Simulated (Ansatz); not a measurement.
C10H8, SMILES `c1ccc2cccc-2cc1`: measurement beside calculation (Ansatz, PBE0-D4/def2-TZVP geometry).

Z-matrix (Å, degrees):
```
C
C 1 1.389
C 1 1.389 2 129.9
H 1 1.087 2 115.0 3 -180.0
C 2 1.389 1 128.6 3 -0.0
H 2 1.085 1 115.6 3 -180.0
C 3 1.389 1 128.6 2 0.0
H 3 1.085 1 115.6 2 -180.0
C 5 1.383 2 129.0 1 0.0
H 5 1.088 2 115.8 1 -180.0
C 7 1.383 3 129.0 1 -0.0
H 7 1.088 3 115.8 1 180.0
C 9 1.397 5 125.9 2 180.0
C 11 1.397 7 125.9 3 -180.0
C 13 1.396 9 108.4 5 180.0
H 13 1.081 9 125.2 5 -0.0
H 14 1.081 11 125.2 7 0.0
H 15 1.082 13 125.1 9 -180.0
```

Measured: 2841.951839 ± 0.000193 MHz (A rotational constant, ground state (printed as I_x), quoted from earlier spectroscopy); 1254.843135 ± 6.6e-05 MHz (B rotational constant, ground state (printed as I_y), quoted from earlier spectroscopy); 870.712723 ± 6.4e-05 MHz (C rotational constant, ground state (printed as I_z), quoted from earlier spectroscopy). Source: Time-dependent photoionization of azulene: Optically induced anisotropy on the femtosecond scale, 2008 (arxiv:0806.3401).

```
constant  measured (MHz)  computed (MHz)  error (%)
       A            2842            2882        1.4
       B            1255            1268        1.1
       C             871             881        1.1
```

Computed constants are equilibrium values for the main isotopes; measured ground-state ones include zero-point motion, which usually lowers them by up to about 1 %.
